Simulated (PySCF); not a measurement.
Cartesian coordinates (Å):
SMILES: CSC
```xyz
9

C     -1.3804     0.0250    -0.1268
S     -0.0281     0.0799     1.0769
C      1.3795    -0.0225    -0.0582
H     -1.3637    -0.9070    -0.6929
H     -2.3123     0.0800     0.4341
H     -1.3302     0.8720    -0.8118
H      1.3589    -0.9538    -0.6253
H      1.3925     0.8253    -0.7441
H      2.2838     0.0010     0.5483
```
Charge 0, spin multiplicity 1.

Question: Estimate the LUMO, dipole moment, total energy, HOMO and HOMO–LUMO gap that PBE-D3(BJ)/def2-TZVP // B3LYP-D3(BJ)/def2-TZVP (PySCF) returns for this input.

Answer: 
```
Item                  Value
-------------  ------------
LUMO                0.01 eV
dipole moment        1.55 D
total energy   -13000.79 eV
HOMO               -5.01 eV
HOMO–LUMO gap       5.02 eV
```
